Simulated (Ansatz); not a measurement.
```xyz
11

C     0.3819   -0.8489    1.2051
O     0.6882    0.1509    0.2593
C    -0.4063    0.5308   -0.5211
O    -0.8364   -0.4542   -1.3797
O     0.0014    1.6286   -1.2582
H     0.0466   -1.7682    0.7164
H    -0.3977   -0.5121    1.9002
H     1.2947   -1.0476    1.7648
H    -1.2653    0.7553    0.1299
H    -0.1749   -0.5228   -2.0790
H     0.6679    2.0881   -0.7378
```

The species carries charge 0 and has multiplicity 1.

Question: List the ωB97M-V/def2-TZVPP orbital energies in eV (Ansatz). (Estimate.)

Answer: The calculation gave: Occupied: -526.54, -526.44, -526.40, -285.53, -282.72, -33.89, -31.35, -31.12, -22.74, -21.01, -18.22, -17.63, -16.96, -15.43, -14.79, -13.60, -13.12, -12.41, -11.78, -11.06, -10.61. Lowest empty: 2.79, 3.25, 3.36, 4.30, 4.66, 5.08, 5.38, 6.53.
